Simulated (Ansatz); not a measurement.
We consider diamond-structure Ge, described by HSE06 (Ansatz, a first-principles code, plane waves, PAW).

Settings: plane-wave cutoff 460 eV, 8×8×8 k mesh, Fermi–Dirac smearing 0.01 eV, scalar-relativistic PAW data made under PBE.

Energies at three volumes about the minimum:

| V (Å³/atom) | E − E_lowest (meV/atom) |
|---|---|
| 22.273 | 4.84 |
| 22.844 | 0.00 |
| 23.427 | 1.90 |

**Question.** Fit a parabola by hand: where is the minimum, what lattice constant follows, and what is the bulk modulus?

**Answer.** Slopes: (0.00 − 4.84)/(22.844 − 22.273) = -8.476 and (1.90 − 0.00)/(23.427 − 22.844) = 3.259 meV/Å³. Curvature E″ = 2 × (3.259 − (-8.476))/(23.427 − 22.273) = 20.338 meV/Å⁶. From the middle of the first interval, the slope vanishes at V0 = 22.5585 − (-8.476)/20.338 = 22.975 Å³/atom. B = V0 E″ = 22.975 × 20.338 meV/Å³ × 0.1602 GPa per meV/Å³ = 74.9 GPa. With 8 atoms in the cube, a = (8 × 22.975)^(1/3) = 5.686 Å. The full Birch–Murnaghan fit to all volumes gives V0 = 22.964 Å³/atom and B0 = 72.5 GPa.

Measured, for comparison: bulk modulus 77.3 GPa (low-temperature value with the zero-point effect removed, sources range from 77.3 to 79.4; as tabulated in Tanner et al. (2021), arXiv:2110.11888); lattice constant a 5.644 Å (static lattice: zero-point anharmonic expansion removed; as tabulated in Mejia-Rodriguez and Trickey (2018), arXiv:1807.09216). Computed less measured: bulk modulus -6 % (-6 % to -9 % over the range).
